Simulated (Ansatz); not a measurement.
One change: `FC1CO1` becomes `COC1(F)CO1`.

Ansatz, PBE0-D4/def2-TZVP geometries, multiplicity 1. Each molecule was computed in one conformer, which needn't be the lowest.

```json
{"property": "HOMO energy (ωB97M-V/def2-TZVPP) / eV", "`FC1CO1`": "-11.13"}
{"property": "HOMO–LUMO gap (PBE/def2-TZVPP) / eV", "`FC1CO1`": "7.72"}
{"property": "LUMO energy (B3LYP/def2-TZVPP) / eV", "`FC1CO1`": "1.34"}
{"property": "size of the dipole moment (B3LYP/def2-TZVPP) / D", "`FC1CO1`": "2.21"}
{"property": "LUMO energy (PBE0/def2-TZVPP) / eV", "`FC1CO1`": "1.72"}
{"property": "HOMO–LUMO gap (B3LYP/def2-TZVPP) / eV", "`FC1CO1`": "9.79"}
```

(1) Give the same properties after the change, and the shifts. (Estimate.)

Results:

(1) Ansatz gave: 
```csv
property,`COC1(F)CO1`,shift
HOMO energy (ωB97M-V/def2-TZVPP) / eV,-10.94,0.19
HOMO–LUMO gap (PBE/def2-TZVPP) / eV,7.23,-0.49
LUMO energy (B3LYP/def2-TZVPP) / eV,1.17,-0.17
size of the dipole moment (B3LYP/def2-TZVPP) / D,1.06,-1.15
LUMO energy (PBE0/def2-TZVPP) / eV,1.53,-0.19
HOMO–LUMO gap (B3LYP/def2-TZVPP) / eV,9.41,-0.38
```

With PBE0 the HOMO rises by 0.20 eV and the LUMO falls by 0.19 eV, so the gap narrows by about 0.39 eV. PBE moves the HOMO by 0.25 eV and ωB97M-V by 0.19 eV. Dipoles are sizes alone; their direction can turn.

B3LYP here is the variant with VWN-RPA as its local correlation; programs differ in this.
